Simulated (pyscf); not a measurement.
Structures and frequencies: ωB97X-D3(BJ)/def2-SVP in PySCF.

Question: For the elementary gas-phase step F–SiH₂–Si(SiH₃)(SiH₃)–Cl + H₂ → H₃Si–Si(SiH₃)(SiH₃)–Cl + HF (singlet surface; F–Si, H–H broken, H–Si, F–H formed), what barrier and reaction energy does ωB97M-D3(BJ)/def2-TZVP give, measured from the separated reactants?

Answer: ΔE‡ = 231.1 kJ/mol, ΔE = +101.3 kJ/mol. Zero-point energy shifts the barrier by +10.3 kJ/mol. It is a four-centre exchange, with an imaginary mode of 1144i cm⁻¹. This is the saddle that the search found; another between the same sides may lie lower.
